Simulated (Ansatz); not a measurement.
Start from `CCS(C)=O` and change one atom or group to get `CS(C)=O`.

Ansatz, PBE0-D4/def2-TZVP geometries, multiplicity 1. Each molecule was computed in one conformer, which needn't be the lowest.

```json
{"property": "size of the dipole moment (ωB97M-V/def2-TZVPP) / D", "`CCS(C)=O`": "4.18"}
{"property": "LUMO energy (PBE/def2-TZVPP) / eV", "`CCS(C)=O`": "-0.13"}
{"property": "size of the dipole moment (B3LYP/def2-TZVPP) / D", "`CCS(C)=O`": "4.12"}
{"property": "LUMO energy (PBE0/def2-TZVPP) / eV", "`CCS(C)=O`": "0.80"}
{"property": "HOMO–LUMO gap (PBE0/def2-TZVPP) / eV", "`CCS(C)=O`": "7.35"}
{"property": "LUMO energy (ωB97M-V/def2-TZVPP) / eV", "`CCS(C)=O`": "2.37"}
```

(1) Give the same properties after the change, and the shifts. (An estimate is asked.)

## Answers

(1) Ansatz gave: 
```json
{"property": "size of the dipole moment (ωB97M-V/def2-TZVPP) / D", "`CS(C)=O`": "3.99", "shift": "-0.19"}
{"property": "LUMO energy (PBE/def2-TZVPP) / eV", "`CS(C)=O`": "0.05", "shift": "0.18"}
{"property": "size of the dipole moment (B3LYP/def2-TZVPP) / D", "`CS(C)=O`": "3.93", "shift": "-0.19"}
{"property": "LUMO energy (PBE0/def2-TZVPP) / eV", "`CS(C)=O`": "1.04", "shift": "0.24"}
{"property": "HOMO–LUMO gap (PBE0/def2-TZVPP) / eV", "`CS(C)=O`": "7.68", "shift": "0.33"}
{"property": "LUMO energy (ωB97M-V/def2-TZVPP) / eV", "`CS(C)=O`": "2.53", "shift": "0.16"}
```

With PBE0 the HOMO falls by 0.09 eV and the LUMO rises by 0.24 eV, so the gap widens by about 0.33 eV. PBE moves the HOMO by -0.08 eV and ωB97M-V by -0.09 eV. Dipoles are sizes alone; their direction can turn.

Positive LUMOs are unbound, so they and the gaps depend on the basis.

B3LYP here is the variant with VWN-RPA as its local correlation; programs differ in this.
